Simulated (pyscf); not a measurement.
**Ring opening by addition: `[CH2]1[CH2][CH2]1` + `[C]#[CH]` [doublet] -> `[CH]#[C][CH2][CH2][CH2]` [doublet]**

Gas phase, doublet surface, charge 0. Bonds broken: C1–C2. Bonds formed: C1–C10. Structures and frequencies: ωB97X-D3(BJ)/def2-SVP in PySCF.

Transition state (Å):

```xyz
12

C     -0.4044     0.7567     0.3045
C      0.2017     0.6678    -1.2593
C     -0.7880    -0.2769    -0.7390
H     -0.9214     1.7153     0.3692
H      0.4510     0.6049     0.9644
H     -0.1162     1.4859    -1.9108
H      1.2539     0.3777    -1.3167
H     -1.8217    -0.2056    -1.0900
H     -0.4716    -1.2975    -0.5046
C     -1.6054     0.0877     1.8235
C     -2.3841    -0.4677     2.5776
H     -3.0651    -0.9376     3.2670
```

One imaginary mode, 735i cm⁻¹; descent along it reached the two sides named, in the forms told below.

```json
[
 {"bond": "C1–C2", "change": "breaks", "reactant side (Å)": "1.501", "saddle": "1.680", "product side": "2.535"},
 {"bond": "C1–C10", "change": "forms", "reactant side (Å)": "2.7", "saddle": "2.049", "product side": "1.469"}
]
```

Electronic energies relative to the separated reactants (kJ/mol):

| level | barrier | reaction energy | reverse barrier |
|---|---|---|---|
| ωB97X-D3(BJ)/def2-TZVP | 0.4 | -289.3 | 289.7 |
| PBE/def2-TZVP | -20.4 | -279.7 | 259.3 |
| r²SCAN/def2-TZVP | -6.9 | -284.9 | 278.0 |
| B3LYP-D3(BJ)/def2-TZVP | -9.8 | -292.7 | 282.8 |
| PBE0-D3(BJ)/def2-TZVP | -6.2 | -290.5 | 284.3 |
| M06-2X/def2-TZVP | 14.9 | -264.0 | 278.9 |
| ωB97M-D3(BJ)/def2-TZVP | 1.3 | -286.7 | 287.9 |
| HF/def2-TZVP | 96.5 | -243.9 | 340.4 |

With ωB97M-D3(BJ)/def2-TZVP energies and thermal terms (ideal gas, 1 atm, RRHO with modes under 100 cm⁻¹ raised to 100, one conformer, R ln 2 for chiral ones without a mode under 150 cm⁻¹), in kJ/mol:

```
T (K)  ΔH‡    ΔG‡      ΔH      ΔG
-----  ---  -----  ------  ------
298    1.2   35.8  -283.3  -249.5
600    2.9   70.3  -280.0  -216.6
900    4.5  103.6  -276.5  -185.7
1200   5.9  136.4  -272.8  -156.0
```

On the reactant side the descent ends in a complex, 17.7 kJ/mol under the separated species and 18.1 kJ/mol under the saddle at ωB97X-D3(BJ)/def2-TZVP. At PBE, r²SCAN, B3LYP-D3(BJ), PBE0-D3(BJ) the saddle lies under the separated reactants, which points to a path from their complex (located at ωB97X-D3(BJ) alone). From the product side, •HC=C=CH₂ + H₂C=CH₂ lies, by one bond made or cut, 224.0 kJ/mol under this saddle at ωB97M-D3(BJ)/def2-TZVP. cyclopropane lies 27.5 kJ/mol over its isomer H₂C=CH–CH₃ (electronic energy, ωB97M-D3(BJ)/def2-TZVP). HC≡C–CH₂–CH₂–CH₂• lies 113.6 kJ/mol over its isomer •H₂C–C(=CH₂)–CH=CH₂ (electronic energy, ωB97M-D3(BJ)/def2-TZVP). This is the saddle that the search found; another between the same sides may lie lower. C₂H has a Π state close over its Σ ground state, and the state reached was not checked.
